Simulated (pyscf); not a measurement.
Elementary routes open to `[NH2][SiH2][NH2]` + `[NH2]` [doublet] in the gas phase (doublet surface):
A. `[NH2][SiH][NH2]` [doublet] + `[NH3]` (H–Si broken; H–N formed)
B. `[NH][SiH2][NH2]` [doublet] + `[NH3]` (H–N broken; H–N formed)

PySCF, gas phase, ωB97X-D3(BJ)/def2-SVP geometries.

Question: Rank the routes by free-energy barrier at 1200 K, lowest first, for ωB97M-D3(BJ)/def2-TZVP energies (ideal gas, 1 atm, RRHO with modes under 100 cm⁻¹ raised to 100, one conformer, R ln 2 for chiral ones without a mode under 150 cm⁻¹).

Answer: A (39.0 kcal/mol), B (50.1 kcal/mol)

Route A is the fastest of these, ahead of the next by 11.1 kcal/mol. The most stable products are those of A (ΔG = -14.4 kcal/mol), so kinetics and thermodynamics agree. At 298 K A is still the fastest. Only these routes are compared; each barrier is that of the saddle found, and lower ones may exist.
